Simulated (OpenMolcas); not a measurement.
**CH2ClF (chlorofluoromethane): a line through the functionals**

The species is CH2ClF (5 atoms), meant as a singlet with charge 0. As SMILES, `FCCl`. The shape is that of a PBE0-D4/def2-TZVP optimisation.

The electronic atomisation energy y, in eV, basis aug-cc-pVDZ; a is the functional's share of exact exchange. Programs: OpenMolcas 26.06.

```
functional     program     a  y (eV)
    r2SCAN  OpenMolcas     0   17.28
    revPBE  OpenMolcas     0   17.00
     B3LYP  OpenMolcas   0.2   16.97
      PBE0  OpenMolcas  0.25       ?
     BHLYP  OpenMolcas   0.5   16.28
```

Question: Fit y = c + s·a to the known rows and predict PBE0.

Answer: 
1. Means of the 4 rows: a = 0.1750, y = 16.883.
2. Σ(Δa)² = 0.1675, Σ(Δa·Δy) = -0.28375, so the slope is -0.28375/0.1675 = -1.694.
3. Intercept: 16.883 − (-1.694) × 0.1750 = 17.179. The largest residual of the fit is 0.18.
4. PBE0: 17.179 + (-1.694) × 0.25 = 16.76 eV.

The run gave 17.23 eV, so the prediction is off by -0.47 eV, more than the scatter of the fit. The rows mix families of semi-local functionals, which the line can't see.
